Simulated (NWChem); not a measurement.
# fluoromethane (CH3F); SMILES CF

All runs: NWChem. Geometry: optimised at PBE0/def2-SVP.

Diagonal of the polarisability tensor at PBE0/Sadlej pVTZ, 589 nm: 17.26, 17.26, 18.15 bohr³.

**Question.** Find the mean polarisability volume, the molar refraction, and the refractive index that an ideal gas of it would have at 273.15 K and 1 atm.

**Answer.** 
1. Mean: one third of the trace = 17.56 bohr³ × 0.14818 Å³/bohr³ = 2.60 Å³.
2. Molar refraction (Lorentz-Lorenz): (4π/3) N_A α = 6.6 cm³/mol.
3. Number density p/kT = 2.687 × 10⁻⁵ Å⁻³; n − 1 = 2π N α = 4.39 × 10⁻⁴.
